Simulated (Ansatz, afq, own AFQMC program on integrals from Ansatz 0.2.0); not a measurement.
AFQMC on a folder of integrals that Ansatz 0.2.0 wrote.

```yaml
crystal:
  periodic: [false, false, false]
  atoms:
    - {symbol: Ge, position_ang: [-0.447208, 0.000000, 0.000000]}
    - {symbol: H, position_ang: [-0.958659, 1.446599, 0.000001]}
    - {symbol: H, position_ang: [-0.958658, -0.723300, 1.252791]}
    - {symbol: H, position_ang: [-0.958658, -0.723299, -1.252792]}
    - {symbol: H, position_ang: [1.180792, 0.000000, 0.000000]}
    - {symbol: B, position_ang: [2.585792, 0.000000, 0.000000]}
    - {symbol: H, position_ang: [3.094865, 0.000000, 1.077008]}
    - {symbol: H, position_ang: [3.094865, 0.000000, -1.077009]}
basis:
  gaussian: {orbitals: cc-pVDZ}
magnetization: {spin_polarized: true, initial_magnetization: 1}
correlation: {method: ccsd_t, electrons: outside_noble_gas, hamiltonian_folder: ham}
```

```sh
$ ansatz run in.yaml --threads 1 --pin off --events-out ev --progress --plain --max-ram 16896MiB --backend cuda --devices 0, --max-vram 18GiB
```

Options of the walk:

```
--method phaseless --trial cisd --walkers 4000 --populations 20 --least-time 60 --time-step 0.005 --steps-per-block 50 --equilibration-blocks 28 --max-blocks 4000 --target-error 0.00021 --factor-cut 1e-05 --start spin_pure --seed 8591 --release-times 0.24,0.51,0.99,1.62,2.4 --release-step 0.03 --release-every 3 --taylor-order 6
```

Times are imaginary, in 1/Eh. The walk had a cap of 198 s. With eight or more populations the least sampling time is a fifth of least-time, and the error comes from their spread. Filled inner d shells are frozen with the cores.

Output of the walk:

```
orbitals 56  electrons 7 6  factors 456 of 714
reference energy -2103.36520539 Eh
CCSD correlation -0.24614113 Eh in 15 cycles, weight of the determinant in the CISD state 0.8720
energy of the start -2103.610832 Eh
 block  time / (1/Eh)  mean weight  energy / Eh
     1     0.250  0.9999  -2103.606393
     2     0.500  0.9998  -2103.607678
     3     0.750  0.9998  -2103.609694
     4     1.000  1.0002  -2103.611786
     5     1.250  1.0001  -2103.613463
     8     2.000  1.0003  -2103.615931
    11     2.750  1.0000  -2103.616512
    14     3.500  1.0003  -2103.616687
    17     4.250  0.9999  -2103.617506
    20     5.000  1.0001  -2103.617832
    23     5.750  1.0001  -2103.617266
    26     6.500  0.9999  -2103.617410
    29     7.250  0.9999  -2103.617269
    32     8.000  1.0000  -2103.617094
    35     8.750  1.0001  -2103.617542
    38     9.500  0.9997  -2103.617944
    41    10.250  0.9999  -2103.617530
    44    11.000  0.9998  -2103.617845
    47    11.750  0.9999  -2103.617987
    50    12.500  1.0000  -2103.617815
    53    13.250  0.9998  -2103.617777
    56    14.000  1.0000  -2103.616972
    57    14.250  0.9999  -2103.616885
    59    14.750  1.0000  -2103.617189
    62    15.500  1.0000  -2103.617110
    65    16.250  1.0001  -2103.617888
    68    17.000  1.0003  -2103.617514
    71    17.750  1.0001  -2103.617492
    74    18.500  1.0001  -2103.617137
    77    19.250  0.9998  -2103.617479
    78    19.500  0.9998  -2103.617376
error from the spread of 20 populations
released: time / (1/Eh)  energy / Eh  error  mean overlap
  0.24  -2103.617744  0.000075  0.9970
  0.51  -2103.617836  0.000048  0.9969
  0.99  -2103.617954  0.000066  0.9968
  1.62  -2103.618068  0.000084  0.9924
  2.40  -2103.617962  0.000109  0.9957
energy -2103.617514 +/- 0.000088 Eh
(rows thinned)
```

The run passed its tests (sampling time, drift between the halves within three errors, error under three times the target), which doesn't prove that it has relaxed.

Against this walk (error 2.4 meV) on the same determinant: CCSD(T) 23.8 meV higher, CCSDT(Q) 12.6 meV lower. The error is statistical and leaves out the bias of the constraint. Released to 2.40 1/Eh the energy lies 12 ± 4 meV (both errors) below the phaseless value, which shows part or all of the bias of the constraint, and CCSDT(Q) lies 0.4 meV below the released value.

Cautions: constraint bias not in the error; no relativity below Rb; no spin-orbit coupling; inner d shell frozen.

The walk took 2.2 min on 1 × NVIDIA H100 80GB HBM3 with 2 threads of AMD EPYC 7R13 Processor (Zen 3) (shared host) (the card was shared). The log's last line is the phaseless energy.

CCSDT and higher add their correlation energy to the determinant of the CCSD(T) run, since their own runs factorise the integrals more tightly (a shift of under 2 meV). A walk keeps the symmetry of its determinant, which the program's search chose and which needn't be the lowest solution, so a lower state of the same spin and another symmetry isn't excluded.
